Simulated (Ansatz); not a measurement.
C4H8, singlet in cc-pVDZ: errors against RCCSDT(Q)

Geometry: MP2(full)/6-31G*, from the G2/97 set.

```xyz
12

C     0.0000    0.0000    1.4353
C     0.0000    0.0000    0.0961
H     0.0000    0.9243    2.0049
H     0.0000   -0.9243    2.0049
C     0.0000    1.2727   -0.7023
H     0.0000    2.1530   -0.0551
H     0.8802    1.3235   -1.3531
H    -0.8802    1.3235   -1.3531
C     0.0000   -1.2727   -0.7023
H     0.0000   -2.1530   -0.0551
H    -0.8802   -1.3235   -1.3531
H     0.8802   -1.3235   -1.3531
```

Basis cc-pVDZ; Ansatz 0.2.0. Correlated methods freeze the noble-gas cores, which leaves 24 electrons in 92 orbitals. R marks a restricted (for open shells ROHF) determinant. Active spaces: frontier = (8e, 8o) about the gap.

Full CI isn't at hand for all of this; RCCSDT(Q) serves as the reference, and is uncertain by about the last step of the cluster series.

The UHF ⟨S²⟩ is 0.000. The T1 diagnostic (RCCSD) is 0.0088 and the largest doubles amplitude (RCCSD) is 0.108.

```
                    level  E − E(RCCSDT(Q)) (kJ/mol)  share of correlation (%)     wall time
                      RHF                     1676.3                      0.00             –
                     RMP2                      200.1                     88.06             –
                     CISD                      302.2                     81.97          29 s
                    RCCSD                       57.9                     96.54             –
                 RCCSD(T)                        5.7                     99.66         3.9 s
                   RCCSDT                        3.3                     99.81             –
  CASSCF (frontier space)                     1427.3                     14.85             –
  NEVPT2 (frontier space)                      221.2                     86.81    8 s (H100)
  MRCISD (frontier space)                      222.3                     86.74             –
MRCISD+Q (frontier space)                       40.3                     97.60  9.5 s (H100)
```

The correlation energy at RCCSDT(Q), counted from RHF, is -17.373 eV. That run took 9.3 min on 2 threads of AMD EPYC 7R13 with a shared H100 80 GB, shared host.

Times hold each run's SCF and search for its determinant on a shared host, so for small cases they say little of a method's own cost; rows without a card ran on 1 thread of AMD EPYC 7R13.

Atomization energy (electronic, same basis, no zero-point term; atoms at the same level, unrestricted beside the R rows where the molecule is a closed shell, with restricted open-shell steps beyond CCSDT(Q)) at RCCSDT(Q): 4529.7 kJ/mol. Errors of other levels:

```json
{"level": "RHF", "error (kJ/mol)": "-897.4"}
{"level": "RMP2", "error (kJ/mol)": "35.2"}
{"level": "CISD", "error (kJ/mol)": "-283.8"}
{"level": "RCCSD", "error (kJ/mol)": "-44.7"}
{"level": "RCCSD(T)", "error (kJ/mol)": "-2.3"}
{"level": "RCCSDT", "error (kJ/mol)": "-3.0"}
```

This basis is far from its limit, so the value isn't to be set against a measured one. Truncated CI isn't size-consistent, which counts against it in atomization.
